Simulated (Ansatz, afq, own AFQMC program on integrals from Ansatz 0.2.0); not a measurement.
Two steps: Ansatz 0.2.0 writes the Fock matrix and Cholesky factors of the valence space, and afq projects on them the lowest state that overlaps trial and start.

```yaml
crystal:
  periodic: [false, false, false]
  atoms:
    - {symbol: Ge, position_ang: [0.000000, -0.262308, 0.910265]}
    - {symbol: O, position_ang: [0.000000, 1.389677, 0.403696]}
    - {symbol: S, position_ang: [0.000000, -0.099173, -2.263545]}
basis:
  gaussian: {orbitals: cc-pVDZ}
magnetization: {spin_polarized: false, initial_magnetization: 2}
correlation: {method: ccsd_t, electrons: outside_noble_gas, hamiltonian_folder: ham}
```

```sh
$ ansatz run in.yaml --threads 1 --pin off --events-out ev --progress --plain --max-ram 1382MiB
```

afq runs on the folder ham with

```
--method phaseless --trial cisd --walkers 60 --populations 1 --least-time 40 --time-step 0.005 --steps-per-block 50 --equilibration-blocks 40 --max-blocks 300 --target-error 0.00096 --factor-cut 1e-05 --start spin_pure --seed 1526 --release-times 0.24,0.51,0.99,1.62,2.4 --release-step 0.03 --release-every 4 --taylor-order 6
```

Times are imaginary, in 1/Eh. The walk had a cap of 2050 s. Filled inner d shells are frozen with the cores.

Output of the walk:

```
orbitals 39  electrons 9 7  factors 285 of 653
reference energy -2547.66313688 Eh
CCSD correlation -0.39676751 Eh in 21 cycles, weight of the determinant in the CISD state 0.7957
energy of the start -2548.059904 Eh
 block  time / (1/Eh)  mean weight  energy / Eh
     1     0.250  1.0016  -2548.049319
     2     0.500  1.0000  -2548.050515
     3     0.750  0.9977  -2548.057135
     4     1.000  1.0001  -2548.058921
     5     1.250  1.0032  -2548.061288
    10     2.500  0.9979  -2548.082260
    49    12.250  1.0003  -2548.089557
    89    22.250  0.9996  -2548.074915
   105    26.250  0.9981  -2548.124634
   129    32.250  0.9979  -2548.110438
   169    42.250  0.9999  -2548.062831
   209    52.250  1.0010  -2548.076326
   249    62.250  1.0002  -2548.062933
   265    66.250  0.9990  -2548.054781
   289    72.250  0.9988  -2548.065159
   329    82.250  0.9974  -2548.074947
   337    84.250  1.0009  -2548.099180
blocks merged  error / Eh  count
     1  0.000868  300
     2  0.001061  150
     4  0.001258  75
     8  0.001537  37
    16  0.001554  18
    32  0.001525  9
released: time / (1/Eh)  energy / Eh  error  mean overlap
  0.24  -2548.078337  0.001657  1.0052
  0.51  -2548.078566  0.001920  1.0069
  0.99  -2548.078896  0.002033  1.0283
  1.62  -2548.080048  0.002377  1.0302
  2.40  -2548.084537  0.004468  1.0122
energy -2548.078312 +/- 0.001554 Eh
(rows thinned)
```

The run passed its tests (sampling time, drift between the halves within three errors, error under three times the target), which doesn't prove that it has relaxed.

Against this walk (error 42.3 meV) on the same determinant: CCSD(T) 4.0 meV higher (within the noise). The error is statistical and leaves out the bias of the constraint. None of these is a sure reference here. Released to 1.62 1/Eh the energy moves by -47 ± 77 meV (both errors), within twice the noise.

Cautions: constraint bias not in the error; error above the target (42.3 against 26.1 meV); no relativity below Rb; no spin-orbit coupling; inner d shell frozen; lower spins were not checked; higher spins were not checked; a spin-contaminated unrestricted determinant lies lower (UHF 290 meV lower, ⟨S²⟩ 2.49); raised T1 diagnostic (T1 0.043, weight of the determinant 0.80, largest double 0.08); the bias of populations of 60 walkers isn't removed.

The walk took 8.7 min on 1 thread of Intel(R) Xeon(R) 6975P-C (Granite Rapids), with other jobs on the host. The log's last line is the phaseless energy.

A walk keeps the symmetry of its determinant, which the program's search chose and which needn't be the lowest solution, so a lower state of the same spin and another symmetry isn't excluded.
